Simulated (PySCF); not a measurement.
Compound: C₃H₄FNO.
Cartesian coordinates in Å at the PBE0-D3(BJ)/def2-SVP level; atoms count from 1:
```
atom  x, y, z in Å
O1    -2.052   -0.827    1.224
C2    -1.915   -0.284    0.157
N3    -0.709    0.019   -0.415
C4     0.500   -0.275    0.204
C5     1.696    0.000   -0.317
F6     2.817   -0.311    0.329
H7    -2.769    0.035   -0.485
H8    -0.711    0.477   -1.317
H9     0.399   -0.760    1.178
H10    1.872    0.480   -1.285
```

Method: MP2 and CCSD/aug-cc-pVDZ in PySCF, restricted Hartree–Fock reference, frozen core, non-relativistic, gas phase, PBE0-D3(BJ)/def2-SVP geometry.

E(HF) = -344.70315 Eh.

Question: How large is the problem?

Answer: 174 basis functions and 46 electrons; 6 orbitals frozen, which leaves o = 17 correlated occupied and v = 151 virtual orbitals. That is o·v = 2567 singles and o·v(o·v + 1)/2 = 3296028 distinct closed-shell doubles amplitudes before symmetry; the costliest CCSD step grows as o²v⁴ = 1.5 × 10^11.

Question: What are the MP2 and CCSD correlation energies?

Answer: MP2 -0.9715 Eh and CCSD -1.0015 Eh, which gives totals of -345.67461 and -345.70469 Eh. That is 0.802 eV for each correlated electron at CCSD (2630 kJ/mol in all, 0.290 % of the total energy); MP2 gives 97.0 % of the CCSD value.

Question: What is the T1 diagnostic?

Answer: 0.0160, below the customary warning level of 0.02. It is the norm of the spatial-orbital singles amplitudes over the root of the number of correlated electrons, so the norm is 0.093.

Question: How does correlation change the dipole moment?

Answer: HF gives 4.53 D and CCSD (unrelaxed density) 4.03 D, a change of -0.50 D.

No triples correction and no basis-set extrapolation were made.

The job also held the EOM ionisation roots. Time: 5.1 min wall; peak memory 3.1 GiB. Hardware: an AMD EPYC 9R14 with one thread, on a shared host.

One conformer stands for the species.
